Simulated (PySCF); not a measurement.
Geometry:
```csv
atom,x (Å),y (Å),z (Å)
O1,-1.877,-0.006,0.646
C2,-0.952,-0.725,0.270
O3,-0.801,-1.934,0.142
C4,0.343,0.197,-0.148
C5,1.556,-0.256,-0.191
S6,2.999,-0.915,-0.221
H7,0.097,1.249,-0.302
```

Total charge -1.

Geometry: PBE0-D3(BJ)/def2-SVP; GIAO shifts from PySCF 2.14.0 with density-fitted response routines, gas phase, non-relativistic, averaged over equivalent atoms.

At PBE0/pcSseg-1 (114 basis functions, 7.2 s wall time on 1 thread of an Arm Neoverse V1, shared host):
```json
{"atoms": "O1/O3", "δ (ppm)": "397.7"}
{"atoms": "C5", "δ (ppm)": "270.5"}
{"atoms": "C2", "δ (ppm)": "155.1"}
{"atoms": "C4", "δ (ppm)": "65.6"}
{"atoms": "S6", "δ (ppm)": "222.4"}
{"atoms": "H7", "δ (ppm)": "4.00"}
```

δ = σ(ref) − σ, references computed at the same level: H2O for ¹⁷O (σref 334.56); ¹³C (σref 184.41), ¹H (σref 31.27) vs TMS; CS2 for ³³S (σref 495.66).

Task: What do these become at KT3/pcSseg-2?

Result: 
```csv
atoms,δ at KT3/pcSseg-2,change
O1/O3,379.7,-18.0
C5,242.3,-28.2
C2,148.9,-6.2
C4,62.8,-2.8
S6,172.8,-49.6
H7,4.39,+0.39
```

References, each an isolated molecule treated in the same way: ¹⁷O (σref 323.80) against H2O; ¹³C (σref 181.31) and ¹H (σref 31.35) against TMS; ³³S (σref 525.97) vs CS2.

The largest change is at S6 (thione sulfur). Cost: 237 basis functions, 30 s wall time on 1 thread of an Arm Neoverse V1, shared host. The order of the carbon signals is the same at both levels.

Unscaled 17O shifts of doubly bonded oxygen tend to come out too high, by tens of ppm or more. Experimental scales use liquid or dissolved standards, which lie at an offset from isolated H2O (liquid H2O: subtract about 36 ppm).
